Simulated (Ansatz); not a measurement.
```yaml
crystal:
  periodic: [false, false, false]
  atoms:
    - {symbol: Zr, position_ang: [0.000000, 0.000000, 0.000000]}
    - {symbol: N, position_ang: [0.000000, 0.000000, 2.160000]}
basis:
  gaussian: {orbitals: def2-TZVP}
total_charge: 1
magnetization: {spin_polarized: true, initial_magnetization: 2}
hamiltonian: {xc: pbe0}
relax: {f_tol: 0.004, max_steps: 80}
```

```sh
$ ansatz run in.yaml --threads 1 --pin off --events-out ev --progress --plain --max-ram 2176MiB
```

Steps of the relaxation (energy above the last step; positions in Å, forces in eV/Å):

```
2
step 1, 1638.2 meV
Zr    0.000    0.000    0.000    0.000    0.000    4.563
N     0.000    0.000    2.160    0.000    0.000   -4.563
```

```
2
step 2, 25.7 meV
Zr    0.000    0.000    0.195    0.000    0.000    1.430
N     0.000    0.000    1.965    0.000    0.000   -1.430
```

```
2
step 3, 103.4 meV
Zr    0.000    0.000    0.245    0.000    0.000   -3.305
N     0.000    0.000    1.915    0.000    0.000    3.305
```

```
2
step 4, 0.0 meV
Zr    0.000    0.000    0.213    0.000    0.000   -0.003
N     0.000    0.000    1.947    0.000    0.000    0.003
```

Close pairs at the end: Zr1–N2 1.735 Å.

A stationary point of unrestricted PBE0 after 4 steps, with ⟨S²⟩ = 2.004 against 2.00 for a pure state. 28 s on 1 thread of Intel Xeon 6975P-C, shared host.
